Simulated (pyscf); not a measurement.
PySCF, gas phase, ωB97X-D3(BJ)/def2-SVP geometries. Correlated levels are frozen-core, on RHF or UHF. ΔMP2 is the change of the MP2 total energy from the triple- to the quadruple-zeta basis.

Problem. Estimate the classical barrier height and the reaction energy of `[CH4]` + `[F][Cu]` → `[CH3][Cu]` + `[FH]` at CCSD(T)/def2-TZVPP + ΔMP2(QZVPP). The step runs on the singlet surface, breaks C–H, Cu–F and forms C–Cu, F–H; take the separated reactants as zero.

Solution. ΔE‡ = 0.98 eV, ΔE = +0.52 eV. Zero-point energy shifts the barrier by -0.10 eV. It is a four-centre exchange, with an imaginary mode of 1084i cm⁻¹. On the reactant side the descent ends in an adduct with a C–Cu contact, 0.85 eV under the separated species and 1.85 eV under the saddle at ωB97X-D3(BJ)/def2-TZVP. On the product side the descent ends in a complex (not fully relaxed), 0.21 eV under the separated species and 0.55 eV under the saddle at ωB97X-D3(BJ)/def2-TZVP. What is counted as formed (C–Cu) is already present as a longer contact in the reactant adduct; forming that adduct is a step of its own. The products may also form a dative adduct at H₃C–Cu; it and routes through it were not searched. This is the saddle that the search found; another between the same sides may lie lower. The CCSD(T) − MP2 part came from Ansatz, without density fitting, on the same reference. The frozen core leaves the outer d or s,p core shells of the metals and heavy elements correlated in the MP2 and CC values, and def2-TZVPP describes them poorly, which can shift differences by a few kcal/mol.
